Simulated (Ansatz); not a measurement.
# ClH6NSi: the cost of one run

All numbers below are computed with Ansatz 0.2.0 (RKS B3LYP-D4/def2-SVP).

## 1. Starting point

Bond lengths: Si1–H3 1.460 Å, Si1–H4 1.459 Å, Si1–Cl5 2.128 Å, Si1–N6 2.120 Å, N6–H7 1.060 Å, N6–H8 1.060 Å. Angles: H3–Si1–H4 109.5°, H3–Si1–Cl5 109.5°, H3–Si1–N6 75.8°, H4–Si1–Cl5 109.5°, H4–Si1–N6 173.4°, Cl5–Si1–N6 64.4°, Si1–N6–H7 120.0°, Si1–N6–H8 120.0°, H7–N6–H8 120.0°.

As a file:

```xyz
9

Si    0.0000    0.0000    0.0000
H     0.0000    0.0000    1.8100
H     1.3768    0.0000   -0.4862
H    -0.6877    1.1914   -0.4862
Cl   -1.0032   -1.7381   -0.7093
N     0.7889   -1.8507    0.6685
H     0.2530   -2.7488    0.4953
H     1.7191   -1.8781    1.1759
H     0.3892   -0.9132    1.7642
```

## 2. A restrained relaxation towards end A

Springs on the bonds that form and break draw the guess towards this end; the thresholds are loose.

input.yaml

```yaml
crystal:
  periodic: [false, false, false]
  atoms:
    - { symbol: Si, position_ang: [0.0, 0.0, 0.0] }
    - { symbol: H, position_ang: [0.0, 0.0, 1.81] }
    - { symbol: H, position_ang: [1.3768, 0.0, -0.4862] }
    - { symbol: H, position_ang: [-0.6877, 1.1914, -0.4862] }
    - { symbol: Cl, position_ang: [-1.0032, -1.7381, -0.7093] }
    - { symbol: "N", position_ang: [0.7889, -1.8507, 0.6685] }
    - { symbol: H, position_ang: [0.253, -2.7488, 0.4953] }
    - { symbol: H, position_ang: [1.7191, -1.8781, 1.1759] }
    - { symbol: H, position_ang: [0.3892, -0.9132, 1.7642] }
basis:
  gaussian: { orbitals: def2-SVP }
hamiltonian:
  xc: b3lyp
  dispersion: d4
relax:
  f_tol: 0.15
  max_steps: 25
  restrain:
    - { distance: [0, 5], at: 3.02, k: 30.0 }
    - { distance: [8, 1], at: 1.86, k: 30.0 }
    - { distance: [0, 1], at: 1.46, k: 30.0 }
    - { distance: [8, 5], at: 1.06, k: 30.0 }
```

The run is started by

```sh
$ ansatz run input.yaml --threads 1 --pin off --max-ram 2048MiB --backend cpu --events-out ev --progress --plain --runs-dir out
```

Q: Estimate wall time and peak memory on 1 thread of Arm Neoverse V2, shared host.

About 27 s, with a peak of 0.15 GiB.
